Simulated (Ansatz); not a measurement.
# Counterpoise correction, worked out

The pair of H$_{3}$O⁺ (SMILES [OH3+], atoms 1–4) and HCN (SMILES C#N, atoms 5–7), both closed shells, in one local arrangement (a lower one may exist), relaxed at PBE0-D4/def2-TZVP:

```
atom    x (Å)    y (Å)    z (Å)
  O1   0.2333  -0.0251  -1.5543
  H2   0.5735   0.7877  -1.9537
  H3  -0.4841  -0.3863  -2.0936
  H4   0.0736  -0.0186  -0.4007
  C5  -0.1336  -0.1202   2.0206
  N6  -0.0469  -0.0638   0.8893
  H7  -0.2157  -0.1737   3.0924
```

Ansatz 0.2.0; basis: def2-TZVPPD; cores frozen in the correlated methods.

CCSD(T) total energies in eV:

| system | geometry | basis functions | energy |
| --- | --- | --- | --- |
| pair | pair | all | -4624.52915 |
| H$_{3}$O⁺ | as in the pair | all (partner as ghosts) | -2084.19998 |
| HCN | as in the pair | all (partner as ghosts) | -2538.25615 |
| H$_{3}$O⁺ | as in the pair | its own | -2084.18414 |
| HCN | as in the pair | its own | -2538.21977 |
| H$_{3}$O⁺ | free (PBE0-D4 minimum) | its own | -2084.79104 |
| HCN | free (PBE0-D4 minimum) | its own | -2538.24348 |

Work out the interaction energy with and without the counterpoise correction, the superposition error, and the binding energy from the relaxed fragments.

Without correction: -4624.52915 − (-2084.18414) − (-2538.21977) = -2.12524 eV.
With correction (each fragment in the whole basis): -4624.52915 − (-2084.19998) − (-2538.25615) = -2.07302 eV = -47.80 kcal/mol.
The superposition error is the difference, 0.05222 eV, 2 % of the uncorrected value: each fragment borrows its partner's functions.
Deformation from the free shapes: 0.60690 eV for H$_{3}$O⁺ and 0.02371 eV for HCN.
Binding energy from relaxed fragments: -2.07302 + 0.60690 + 0.02371 = -1.44241 eV = -33.26 kcal/mol (electronic, without zero-point energy; negative means bound). The deformation is large: the pair is on the way to a chemical bond or a shared proton. For comparison, the corrected interaction energy by CCSD(T) at an estimated basis limit (MP2 extrapolated from triple and quadruple zeta, plus CCSD(T) − MP2 in triple zeta) is -2.107 eV; triple zeta with the correction binds less.

No T1 diagnostic of these runs exceeds 0.014.

For scale, one of the runs: CCSD(T)/def2-TZVPPD, 182 basis functions, launched by `ansatz run in.yaml --threads 2 --pin off --events-out ev --progress --plain --max-ram 5222MiB`. Time: 17 s of wall clock on 2 CPU threads of an Intel Xeon Platinum 8375C; the host was shared. Peak host memory: 1.9 GiB.
